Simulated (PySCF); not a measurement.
Compound: CH2Si.
Numbering: `[CH:1]#[SiH:2]` (hydrogens: H3 on C1; H4 on Si2)

Cartesian coordinates in Å at the PBE0-D3(BJ)/def2-TZVP level; atoms count from 1:
```
atom  x, y, z in Å
C1    -0.7556    0.1987   -0.1279
Si2    0.6452   -0.5477    0.2718
H3    -1.8294    0.2734   -0.1917
H4     1.9779    0.0502    0.0148
```

All values: wB97X-D/pcSseg-2 (PySCF, non-relativistic), on one gas-phase PBE0-D3(BJ)/def2-TZVP geometry that isn't relaxed in the solvent. The solvent is an IEF-PCM continuum (Bondi radii, 1.10 Å for H, scaled by 1.2). Only the electrostatic response of the medium enters.

Gas phase at wB97X-D/pcSseg-2: HOMO -8.74 eV, LUMO -1.36 eV, dipole 1.08 D.

**Question.** What does the continuum do to the energy, the frontier levels and the dipole at wB97X-D/pcSseg-2 in chloroform?

**Answer.** 
```
   solvent      ε  E(solvent) − E(gas) (kJ/mol)  polarisation term (kJ/mol)  distortion of the solute (kJ/mol)  HOMO (eV)  LUMO (eV)  dipole (D)
chloroform  4.711                         -7.60                       -8.68                               1.08      -8.76      -1.31        1.51
```

The polarisation term is half the interaction of the solute with the surface charges that it induces; the rest is the cost of distorting the solute's density. The sum is the electrostatic part of solvation alone.

**Question.** Which radius a makes the point-dipole formula ΔE = −[(ε − 1)/(2ε + 1)]·μ²/a³ give the value in chloroform, with the gas-phase dipole?

**Answer.** μ = 0.424 au and |ΔE| = 0.00290 Eh give a = 1.48 Å; the farthest nucleus lies 1.97 Å from the centroid of the nuclei, so such a sphere wouldn't even hold the nuclei. The formula assumes a rigid point dipole at the centre of a sphere.

**Question.** Give the dipole vector in the frame of the coordinates (D, pointing from negative to positive charge), gas and chloroform.

**Answer.** Gas (0.96, -0.43, 0.23), solvent (1.34, -0.61, 0.33). Its length changes by +40 % and its direction by less than 1°.

The pairwise dispersion term of wB97X-D wasn't added to the energies; at a given geometry it leaves orbitals and properties as they are.
